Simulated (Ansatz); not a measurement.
**Bulk modulus B0 of some cubic elemental solids other than molecular ones**

Method: LC-ωPBE (Ansatz, an electronic-structure program, plane waves, PAW). References are measured values corrected to a static lattice.

Values in GPa.

```tsv
solid	reference	LC-ωPBE	error (%)
diamond-structure Ge	77.3	97.5	+26
bcc K	3.75	3.12	-16.8
bcc Li	13.8 (13.1–13.9)	12.6	-8.7
fcc Ir	365	460	+26
bcc Cs	2.11 (2.11–2.35)	1.70	-19.4
bcc Mo	265 (265–278)	336	+27
bcc Ba	9.34 (9.34–10.6)	8.35	-10.6
fcc Ag	110 (104–111)	110	0.0
diamond-structure Si	101	114	+12.9
fcc Au	182	175	-3.8
fcc Rh	271 (271–289)	352	+30
diamond	455	494	+8.6
fcc Sr	12.5	14.4	+15.2
bcc Na	7.9	7.20	-8.9
```

Over these 14 solids the mean error is +5.5 %, the mean absolute error 15.3 % (median 14.0 %), and the worst case fcc Rh at +30 %; the value is above the reference in 7 of 14 cases.

All these references are brought to a static lattice.

Spin–orbit coupling is left out, also for the solids with elements from indium on (fcc Ir, bcc Cs, bcc Ba, fcc Au); its size isn't shown.

Exact exchange on metals is sensitive to the k mesh.

Brackets give the range of the sources taken for a reference, where it is wide; it can hold other temperatures.

Differences are worked out from the printed values.

Each level is taken at its own relaxed cell. Caveats: the cell is over a tenth larger than the published one: the level's own overestimate first of all, though another phase or state, or a fault of the published cell, is possible (bcc Cs, bcc Ba). Ansatz's density-functional and Hartree–Fock values are scalar-relativistic unless marked +SOC, with PAW data made under PBE.

Ansatz's runs of these crystals have no spin polarisation. Meta-GGAs and exact exchange favour moments, which can bear on fcc Rh.

Not in this set, of the elemental solids other than molecular ones with a reference value in our tables and a result at some level: 24 for no value at LC-ωPBE (not run, a failed fit, an unstable or unbound cell, or a value held back for tests); 6 for sources at odds; 4 for a reference at room or unstated temperature; 1 for a value of another source that differs by over 15 % in a way that heat doesn't explain. These can be a level's best or worst cases. Solids without a released value at any level aren't counted. Layered and molecular crystals are counted apart. The metals Ce to Yb are counted apart.

References as tabulated in Levämäki et al. (2014), arXiv:1402.3671; Mejia-Rodriguez and Trickey (2018), arXiv:1807.09216; Tanner et al. (2021), arXiv:2110.11888; doi:10.1021/acs.jctc.3c00612 and others.
